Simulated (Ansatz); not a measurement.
Ansatz (a program for electronic structure) input (HF/6-31G*):

Ansatz 0.2 input:
```yaml
crystal:
  periodic: [false, false, false]
  atoms:
    - {symbol: C, position_ang: [0.05605069, 0.62847140, 0.04909652]}
    - {symbol: N, position_ang: [-0.00673242, -0.81564848, 0.04980462]}
    - {symbol: H, position_ang: [-0.94216966, 1.06387780, 0.04701909]}
    - {symbol: H, position_ang: [-0.50385152, -1.09882092, -0.78380333]}
    - {symbol: H, position_ang: [0.58253765, 0.97613752, 0.92835615]}
    - {symbol: H, position_ang: [0.57430632, 0.99751664, -0.83478336]}
basis:
  gaussian:
    orbitals: 6-31G*
hamiltonian:
  xc: {name: HF}
magnetization: {spin_polarized: true, initial_magnetization: 1}
phonons: {temperatures: {t_min: 298.15, t_max: 298.15, t_step: 100}}
```

Which harmonic wavenumbers does it give?

283, 1080, 1082, 1138, 1459, 1575, 1633, 1644, 3169, 3215, 3289, 3647 cm⁻¹ (unscaled; negative means imaginary).
